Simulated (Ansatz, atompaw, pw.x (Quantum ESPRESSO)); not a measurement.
**What a changed setting does to a pw.x run (bcc Be)**

Potential: PAW, atompaw 4.2.0.5, LDA (PW92); core [He], reference 2s2 2p0; waves: 2s (bound): rc 2.70 bohr; 2s channel at 2.55 Ry: rc 1.75 bohr; 2p (bound, empty): rc 2.70 bohr; 2p channel at 4.6 Ry: rc 2.70 bohr; 3d channel at -0.1 Ry: rc 2.70 bohr; 3d channel at 2.4 Ry: rc 2.70 bohr; local part: troulliermartins scheme with l = 3 at 0.5 Ry, radius 2.50 bohr; core correction: smooth core density matched at 2.20 bohr; augmentation: sinc compensation charge, radius 2.05 bohr; PAW radius 2.70 bohr; waves and projectors: custom rrkj gramschmidtortho.

The reference run (k-mesh 18³, cutoffs 40/400 Ry, Fermi–Dirac 0.01 Ry, mixing_beta 0.4, conv_thr 1e-9, no spin) gives -2.07 GPa at 7.463 Å³/atom, where all-electron LAPW gives -0.13 GPa. This run, with its own iteration cap, changes k-mesh shift to 1.

```
&control
  calculation='scf', prefix='x', pseudo_dir='./', outdir='./tmp', tstress=.true., disk_io='none'
/
&system
  ibrav=0, nat=1, ntyp=1, ecutwfc=40, ecutrho=400, nbnd=8,
  occupations='smearing', smearing='fd', degauss=0.01
/
&electrons
  conv_thr=1e-09, mixing_beta=0.4, electron_maxstep=50
/
ATOMIC_SPECIES
Be 1.0 Be.UPF
CELL_PARAMETERS angstrom
  -1.23107492 1.23107492 1.23107492
  1.23107492 -1.23107492 1.23107492
  1.23107492 1.23107492 -1.23107492
ATOMIC_POSITIONS crystal
Be 0.0000 0.0000 0.0000
K_POINTS automatic
18 18 18 1 1 1
```

```bash
pw.x < Be.scf.in > Be.scf.out
```

Task: How does the run end?

Result: It converges in 6 iterations; the free energy moves by +1.0 meV/atom and the pressure by +0.09 GPa.

```
Message from routine setup:
     using ibrav=0 with symmetry is DISCOURAGED, use correct ibrav instead
     lattice parameter (alat)  =       4.0294  a.u.
     unit-cell volume          =      50.3628 (a.u.)^3
     number of electrons       =         2.00
     number of Kohn-Sham states=            8
     kinetic-energy cutoff     =      40.0000  Ry
     charge density cutoff     =     400.0000  Ry
     scf convergence threshold =      1.0E-09
     Exchange-correlation= SLA PW NOGX NOGC
     number of k points=   190  Fermi-Dirac smearing, width (Ry)=  0.0100
     iteration #  1     ecut=    40.00 Ry     beta= 0.40
     total energy              =      -6.45119660 Ry
     estimated scf accuracy    <       0.00028772 Ry
     iteration #  2     ecut=    40.00 Ry     beta= 0.40
     total energy              =      -6.44941562 Ry
     estimated scf accuracy    <       0.00007204 Ry
     iteration #  3     ecut=    40.00 Ry     beta= 0.40
     total energy              =      -6.44939899 Ry
     estimated scf accuracy    <       0.00000046 Ry
     iteration #  4     ecut=    40.00 Ry     beta= 0.40
     total energy              =      -6.44940015 Ry
     estimated scf accuracy    <       0.00000007 Ry
     iteration #  5     ecut=    40.00 Ry     beta= 0.40
     total energy              =      -6.44940016 Ry
     estimated scf accuracy    <          1.9E-09 Ry
     iteration #  6     ecut=    40.00 Ry     beta= 0.40
     the Fermi energy is     9.4752 ev
!    total energy              =      -6.44940016 Ry
     estimated scf accuracy    <          2.8E-10 Ry
     smearing contrib. (-TS)   =      -0.00067616 Ry
     convergence has been achieved in   6 iterations
          total   stress  (Ry/bohr**3)                   (kbar)     P=      -19.82
     Message from routine punch:
     Nothing written, as per user request (disk_io='none')
```

The run took about 4.1 s on one core of a shared host (Intel(R) Xeon(R) 6975P-C, 192 threads, 378 GiB, load 72).
